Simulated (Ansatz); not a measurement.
Two isomers of C3H6FN: A = `C/C(F)=C/N`, B = `C/C=C(\N)F`.

Program: Ansatz. Geometries: PBE0-D4/def2-TZVP. ΔE: electronic, gas phase. CCSD(T)/CBS is the MP2 limit (def2-TZVPP, def2-QZVPP) plus CCSD(T) − MP2 in def2-TZVPP, frozen cores. Double bonds are as drawn, so ΔE can hold a change between cis and trans. DFT in def2-TZVPP. B3LYP here is the variant with VWN-RPA as its local correlation; programs differ in this. One conformer a species, not always the lowest.

Problem. Which is lower in electronic energy at CCSD(T)/CBS, and by how much? (Estimate.)

Solution. Ansatz gave: B, by 0.8 kcal/mol.

Problem. Give E(B) − E(A) in kcal/mol with ωB97M-V, r2SCAN-D4, PBE0-D4, B2PLYP, B3LYP, B3LYP-D4, CCSD/def2-TZVPP. (Best estimate.)

Solution. The calculation gave: ωB97M-V -1.4, r2SCAN-D4 -1.4, PBE0-D4 -1.5, B2PLYP -1.0, B3LYP -0.7, B3LYP-D4 -0.9, CCSD/def2-TZVPP -1.3. None reverses the order clearly.

Largest T1 diagnostic: 0.012.
